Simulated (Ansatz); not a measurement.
**SiPN (triplet): the correlation ladder, cc-pVDZ**

An exercise on one series of results from a longer session: the logs are not shown, and one member is left open.

Computed with Ansatz 0.2.0, Gaussian basis. Level: cc-pVDZ, core rule «outside noble gas», up to 11 orbitals frozen.

The runs, in order: UHF; CCSD(T) on ROHF; CCSD(T) on UHF; BCCD(T) on ROHF; CISD; CCSDT(Q) on ROHF; CCSDT(Q) on UHF.

25 further runs of the same task are left out: 8 for a known fault of the program, 8 that didn't finish, 9 set aside as unsound or not needed.

**The system**

The geometry is a PBE0/def2-TZVP stationary point (not a proven minimum) of the parent state, kept for this charge and spin.

3 atoms, charge 0, spin multiplicity 3.

Atoms are counted from 1 here; the program's logs count them from 0.

Bond lengths: P1–N2 1.566 Å, N2–Si3 1.632 Å. Angles: P1–N2–Si3 180.0°.

Set-up of the first run:

The input, in.yaml:

```yaml
crystal:
  periodic: [false, false, false]
  atoms:
    - {symbol: P, position_ang: [0.000000, 0.000000, 1.588200]}
    - {symbol: N, position_ang: [0.000000, 0.000000, 0.021900]}
    - {symbol: Si, position_ang: [0.000000, 0.000000, -1.610100]}
basis:
  gaussian: {orbitals: cc-pVDZ}
magnetization: {spin_polarized: true, initial_magnetization: 2}
hamiltonian: {xc: hf}
output: {orbitals: {seedname: orbitals}}
```

Launch:

```
ansatz run in.yaml --threads 1 --pin off --events-out ev --progress --plain --max-ram 2393MiB
```

Among the steps run: UHF; CCSD(T) on ROHF; CCSD(T) on UHF; BCCD(T) on ROHF; CISD; CCSDT(Q) on ROHF; CCSDT(Q) on UHF.

One of the session's tables, all rows but one given; the rest of the session is left out.

```
   method  from RCCSDT(Q) (meV)
     ROHF              +10354.5
      UHF               +9921.7
     RMP2               +1232.6
     UMP2               +1408.4
     CISD               +1749.0
    RCCSD                     ?
    UCCSD                +547.8
 RCCSD(T)                 +81.5
 UCCSD(T)                +104.4
  BCCD(T)                 +88.6
   RCCSDT                 +51.9
   UCCSDT                 +53.6
RCCSDT(Q)                     0
UCCSDT(Q)                  -6.4
```

Q: Estimate the row for RCCSD from the others.

As computed: from RCCSDT(Q) (meV): +562.7. In the column «from RCCSDT(Q) (meV)» it lies between UCCSD (+547.8) and RMP2 (+1232.6).

Limits of these values: Restricted and unrestricted rows rest on different reference determinants; where their highest levels disagree by more than a few hundredths of an eV, they describe different states and don't form one ladder.
